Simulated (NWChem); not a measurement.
System: C₂H₄ cation, doublet; SMILES of the neutral closed-shell parent C=C

Excerpt of the output:

```
             Northwest Computational Chemistry Package (NWChem) 7.3.0
             --------------------------------------------------------

 D2  symmetry detected

                             Geometry "geometry" -> ""
                             -------------------------

 Output coordinates in angstroms (scale by  1.889725989 to convert to a.u.)

  No.       Tag          Charge          X              Y              Z
 ---- ---------------- ---------- -------------- -------------- --------------
    1 C                    6.0000     0.00000000     0.70054500     0.00000000
    2 C                    6.0000     0.00000000    -0.70054500     0.00000000
    3 H                    1.0000     0.91136200     1.26466100    -0.21039500
    4 H                    1.0000    -0.91136200     1.26466100     0.21039500
    5 H                    1.0000    -0.91136200    -1.26466100    -0.21039500
    6 H                    1.0000     0.91136200    -1.26466100     0.21039500

 Effective nuclear repulsion energy (a.u.)      32.3774620359

      Symmetry information
      --------------------

 Group name             D2
 Group number             11
 Group order               4
 No. of unique centers     2

  pbe96 is a nonlocal functional; adding pw91lda local functional.

                                 NWChem DFT Module
                                 -----------------

 Summary of "ao basis" -> "ao basis" (spherical)
 ------------------------------------------------------------------------------
       Tag                 Description            Shells   Functions and Types
 ---------------- ------------------------------  ------  ---------------------
 C                           sto-3g                  3        5   2s1p
 H                           sto-3g                  1        1   1s

      Symmetry analysis of basis
      --------------------------

        a1          4
        b1          3
        b2          4
        b3          3

            General Information
            -------------------
          SCF calculation type: DFT
          Wavefunction type:  spin polarized.
          No. of atoms     :     6
          No. of electrons :    15
           Alpha electrons :     8
            Beta electrons :     7
          Charge           :     1
          Spin multiplicity:     2
          Use of symmetry is: on ; symmetry adaption is: on
          Maximum number of iterations: 150
          AO basis - number of functions:    14
                     number of shells:    10
          Convergence on energy requested:  1.00D-06
          Convergence on density requested:  1.00D-05
          Convergence on gradient requested:  5.00D-04

              XC Information
              --------------
          PerdewBurkeErnzerhof Exchange Functional  1.000
            Perdew 1991 LDA Correlation Functional  1.000 local
           PerdewBurkeErnz. Correlation Functional  1.000 non-local

             Grid Information
             ----------------
          Grid used for XC integration:  medium
          Radial quadrature: Mura-Knowles
          Angular quadrature: Lebedev.
          Tag              B.-S. Rad. Rad. Pts. Rad. Cut. Ang. Pts.
          ---              ---------- --------- --------- ---------
          C                   0.70       49           7.0       434
          H                   0.35       45           8.0       434
          Grid pruning is: on
          Number of quadrature shells:    94
          Spatial weights used:  Erf1

      Superposition of Atomic Density Guess
      -------------------------------------

 Sum of atomic energies:         -76.22281405

 Renormalizing density from      16.00 to     15

      Non-variational initial energy
      ------------------------------

 Total energy =     -73.127697
 1-e energy   =    -157.005036
 2-e energy   =      51.499877
 HOMO         =      -0.520890
 LUMO         =      -0.245586

   Symmetry analysis of molecular orbitals - initial alpha
   -------------------------------------------------------

  Numbering of irreducible representations:

     1 a1          2 b1          3 b2          4 b3

  Orbital symmetries:

     1 a1          2 b2          3 a1          4 b2          5 b3
     6 a1          7 b1          8 b1          9 b3         10 b2
    11 b3         12 a1         13 b2         14 b1

   Symmetry analysis of molecular orbitals - initial beta
   ------------------------------------------------------

  Numbering of irreducible representations:

     1 a1          2 b1          3 b2          4 b3

  Orbital symmetries:

     1 a1          2 b2          3 a1          4 b2          5 b3
     6 a1          7 b1          8 b1          9 b3         10 b2
    11 b3         12 a1         13 b2         14 b1

     ---------------------------------------------
      Total Density - Mulliken Population Analysis
     ---------------------------------------------

    Atom       Charge   Shell Charges
 -----------   ------   -------------------------------------------------------
    1 C    6     6.01   2.00  1.39  2.63
    2 C    6     6.01   2.00  1.39  2.63
    3 H    1     0.74   0.74
    4 H    1     0.74   0.74
    5 H    1     0.74   0.74
    6 H    1     0.74   0.74

     --------------------------------------------
      Spin Density - Mulliken Population Analysis
     --------------------------------------------

    Atom       Charge   Shell Charges
 -----------   ------   -------------------------------------------------------
    1 C    6     0.47   0.00 -0.00  0.47
    2 C    6     0.47   0.00 -0.00  0.47
    3 H    1     0.01   0.01
    4 H    1     0.01   0.01
    5 H    1     0.01   0.01
    6 H    1     0.01   0.01

   convergence    iter        energy       DeltaE   RMS-Dens  Diis-err
 ---------------- ----- ----------------- --------- --------- ---------
 d= 0,ls=0.0,diis     1    -77.1574130204 -1.10D+02  1.08D-02  2.65D-02
                                                     1.51D-02  2.95D-02
 d= 0,ls=0.0,diis     2    -77.1659817698 -8.57D-03  4.33D-03  1.23D-03
                                                     3.72D-03  7.31D-04
 d= 0,ls=0.0,diis     3    -77.1663887482 -4.07D-04  1.44D-03  3.86D-04
                                                     1.73D-03  4.62D-04
 d= 0,ls=0.0,diis     4    -77.1666947136 -3.06D-04  1.19D-04  5.44D-07
                                                     1.04D-04  3.06D-07
 d= 0,ls=0.0,diis     5    -77.1666954441 -7.30D-07  9.01D-06  4.87D-09
                                                     7.85D-06  2.61D-09

         Total DFT energy =      -77.166695444053
      One electron energy =     -161.793350532215
           Coulomb energy =       63.977993311202
    Exchange-Corr. energy =      -11.728800258987
 Nuclear repulsion energy =       32.377462035947

 Numeric. integr. density =       14.999999443991

                  Occupations of the irreducible representations
                  ----------------------------------------------

                     irrep           alpha         beta
                     --------     --------     --------
                     a1                3.0          3.0
                     b1                2.0          1.0
                     b2                2.0          2.0
                     b3                1.0          1.0

                    DFT Final Alpha Molecular Orbital Analysis
                    ------------------------------------------

 Vector    6  Occ=1.000000D+00  E=-6.907684D-01  Symmetry=a1
              MO Center= -6.0D-15, -9.0D-17,  3.2D-16, r^2= 1.8D+00
   Bfn.  Coefficient  Atom+Function         Bfn.  Coefficient  Atom+Function
  ----- ------------  ---------------      ----- ------------  ---------------
     4      0.515958  1 C  py                 9     -0.515958  2 C  py
    11      0.192458  3 H  s                 12      0.192458  4 H  s
    13      0.192458  5 H  s                 14      0.192458  6 H  s
     2      0.046038  1 C  s                  7      0.046038  2 C  s

 Vector    7  Occ=1.000000D+00  E=-6.402682D-01  Symmetry=b1
              MO Center=  3.7D-17,  7.4D-15, -4.0D-16, r^2= 2.0D+00
   Bfn.  Coefficient  Atom+Function         Bfn.  Coefficient  Atom+Function
  ----- ------------  ---------------      ----- ------------  ---------------
     3      0.355998  1 C  px                 8     -0.355998  2 C  px
     5     -0.306237  1 C  pz                10     -0.306237  2 C  pz
    11      0.271822  3 H  s                 12     -0.271822  4 H  s
    13      0.271822  5 H  s                 14     -0.271822  6 H  s

 Vector    8  Occ=1.000000D+00  E=-5.606793D-01  Symmetry=b1
              MO Center=  2.8D-18,  1.5D-15,  4.2D-18, r^2= 1.4D+00
   Bfn.  Coefficient  Atom+Function         Bfn.  Coefficient  Atom+Function
  ----- ------------  ---------------      ----- ------------  ---------------
     5      0.559927  1 C  pz                10      0.559927  2 C  pz
     3      0.286038  1 C  px                 8     -0.286038  2 C  px
    11      0.141251  3 H  s                 12     -0.141251  4 H  s
    13      0.141251  5 H  s                 14     -0.141251  6 H  s

 Vector    9  Occ=0.000000D+00  E=-3.678906D-01  Symmetry=b3
              MO Center=  1.2D-16, -1.3D-15, -9.8D-18, r^2= 1.3D+00
   Bfn.  Coefficient  Atom+Function         Bfn.  Coefficient  Atom+Function
  ----- ------------  ---------------      ----- ------------  ---------------
     5      0.762542  1 C  pz                10     -0.762542  2 C  pz
     3      0.163497  1 C  px                 8      0.163497  2 C  px
    11     -0.089612  3 H  s                 12      0.089612  4 H  s
    13      0.089612  5 H  s                 14     -0.089612  6 H  s

 Vector   10  Occ=0.000000D+00  E= 1.747345D-02  Symmetry=b3
              MO Center=  3.3D-17, -1.8D-17,  3.2D-18, r^2= 2.4D+00
   Bfn.  Coefficient  Atom+Function         Bfn.  Coefficient  Atom+Function
  ----- ------------  ---------------      ----- ------------  ---------------
     3      0.650751  1 C  px                 8      0.650751  2 C  px
    11     -0.634424  3 H  s                 12      0.634424  4 H  s
    13      0.634424  5 H  s                 14     -0.634424  6 H  s
     5     -0.264237  1 C  pz                10      0.264237  2 C  pz

 Vector   11  Occ=0.000000D+00  E= 1.836206D-02  Symmetry=b2
              MO Center= -1.4D-16, -2.2D-14,  3.7D-17, r^2= 2.2D+00
   Bfn.  Coefficient  Atom+Function         Bfn.  Coefficient  Atom+Function
  ----- ------------  ---------------      ----- ------------  ---------------
     2      1.182348  1 C  s                  7     -1.182348  2 C  s
    11     -0.568453  3 H  s                 12     -0.568453  4 H  s
    13      0.568453  5 H  s                 14      0.568453  6 H  s
     1     -0.188803  1 C  s                  6      0.188803  2 C  s
     4     -0.186470  1 C  py                 9     -0.186470  2 C  py

                     DFT Final Beta Molecular Orbital Analysis
                     -----------------------------------------

 Vector    5  Occ=1.000000D+00  E=-7.192173D-01  Symmetry=b3
              MO Center=  1.2D-15, -1.4D-15, -1.0D-17, r^2= 1.8D+00
   Bfn.  Coefficient  Atom+Function         Bfn.  Coefficient  Atom+Function
  ----- ------------  ---------------      ----- ------------  ---------------
     3      0.437530  1 C  px                 8      0.437530  2 C  px
    11      0.223112  3 H  s                 12     -0.223112  4 H  s
    13     -0.223112  5 H  s                 14      0.223112  6 H  s
     5     -0.066621  1 C  pz                10      0.066621  2 C  pz

 Vector    6  Occ=1.000000D+00  E=-6.794944D-01  Symmetry=a1
              MO Center= -1.8D-15,  2.4D-16,  3.7D-16, r^2= 1.8D+00
   Bfn.  Coefficient  Atom+Function         Bfn.  Coefficient  Atom+Function
  ----- ------------  ---------------      ----- ------------  ---------------
     4      0.513356  1 C  py                 9     -0.513356  2 C  py
    11      0.196894  3 H  s                 12      0.196894  4 H  s
    13      0.196894  5 H  s                 14      0.196894  6 H  s
     2      0.033435  1 C  s                  7      0.033435  2 C  s

 Vector    7  Occ=1.000000D+00  E=-6.309772D-01  Symmetry=b1
              MO Center=  6.9D-17,  1.1D-15, -3.9D-16, r^2= 2.1D+00
   Bfn.  Coefficient  Atom+Function         Bfn.  Coefficient  Atom+Function
  ----- ------------  ---------------      ----- ------------  ---------------
     3      0.379704  1 C  px                 8     -0.379704  2 C  px
    11      0.291346  3 H  s                 12     -0.291346  4 H  s
    13      0.291346  5 H  s                 14     -0.291346  6 H  s
     5     -0.238123  1 C  pz                10     -0.238123  2 C  pz

 Vector    8  Occ=0.000000D+00  E=-4.932865D-01  Symmetry=b1
              MO Center=  8.9D-18,  7.5D-16,  1.3D-16, r^2= 1.3D+00
   Bfn.  Coefficient  Atom+Function         Bfn.  Coefficient  Atom+Function
  ----- ------------  ---------------      ----- ------------  ---------------
     5      0.594263  1 C  pz                10      0.594263  2 C  pz
     3      0.225391  1 C  px                 8     -0.225391  2 C  px
    11      0.120924  3 H  s                 12     -0.120924  4 H  s
    13      0.120924  5 H  s                 14     -0.120924  6 H  s

 Vector    9  Occ=0.000000D+00  E=-2.949408D-01  Symmetry=b3
              MO Center= -1.0D-17, -5.8D-16,  2.5D-18, r^2= 1.3D+00
   Bfn.  Coefficient  Atom+Function         Bfn.  Coefficient  Atom+Function
  ----- ------------  ---------------      ----- ------------  ---------------
     5      0.758356  1 C  pz                10     -0.758356  2 C  pz
     3      0.185265  1 C  px                 8      0.185265  2 C  px
    11     -0.086719  3 H  s                 12      0.086719  4 H  s
    13      0.086719  5 H  s                 14     -0.086719  6 H  s

 Vector   10  Occ=0.000000D+00  E= 2.420808D-02  Symmetry=b3
              MO Center=  2.8D-16,  1.9D-17, -4.2D-17, r^2= 2.4D+00
   Bfn.  Coefficient  Atom+Function         Bfn.  Coefficient  Atom+Function
  ----- ------------  ---------------      ----- ------------  ---------------
     3      0.653439  1 C  px                 8      0.653439  2 C  px
    11     -0.631672  3 H  s                 12      0.631672  4 H  s
    13      0.631672  5 H  s                 14     -0.631672  6 H  s
     5     -0.270974  1 C  pz                10      0.270974  2 C  pz

     ---------------------------------------------
      Total Density - Mulliken Population Analysis
     ---------------------------------------------

    Atom       Charge   Shell Charges
 -----------   ------   -------------------------------------------------------
    1 C    6     5.96   1.99  1.29  2.68
    2 C    6     5.96   1.99  1.29  2.68
    3 H    1     0.77   0.77
    4 H    1     0.77   0.77
    5 H    1     0.77   0.77
    6 H    1     0.77   0.77

     --------------------------------------------
      Spin Density - Mulliken Population Analysis
     --------------------------------------------

    Atom       Charge   Shell Charges
 -----------   ------   -------------------------------------------------------
    1 C    6     0.52   0.00  0.03  0.49
    2 C    6     0.52   0.00  0.03  0.49
    3 H    1    -0.01  -0.01
    4 H    1    -0.01  -0.01
    5 H    1    -0.01  -0.01
    6 H    1    -0.01  -0.01

     -------------------------------------------
      Total Density - Lowdin Population Analysis
     -------------------------------------------

    Atom       Charge   Shell Charges
 -----------   ------   -------------------------------------------------------
    1 C    6     5.82   1.99  1.12  2.71
    2 C    6     5.82   1.99  1.12  2.71
    3 H    1     0.84   0.84
    4 H    1     0.84   0.84
    5 H    1     0.84   0.84
    6 H    1     0.84   0.84

[...]
```

Level: PBE/STO-3G, spin-unrestricted. In the optimisation the excess spin sits in b1 (D2, its own frame). Structure relaxed at the B3LYP/6-31G* (spherical d), spin-unrestricted level. This spin state was assumed; another may lie lower. No stability test was run on the SCF state.

Problem. Reconstruct the input file.

Solution. This is not unique; one that fits is the input that was run:
```
start job
memory heap 200 mb stack 900 mb global 1100 mb
charge 1
geometry units angstroms noautoz
  C      0.000000     0.700545     0.000000
  C      0.000000    -0.700545     0.000000
  H      0.911362     1.264661    -0.210395
  H     -0.911362     1.264661     0.210395
  H     -0.911362    -1.264661    -0.210395
  H      0.911362    -1.264661     0.210395
end
basis spherical
  * library sto-3g
end
dft
  odft
  mult 2
  xc xpbe96 cpbe96
  iterations 150
  mulliken
end
task dft energy
```
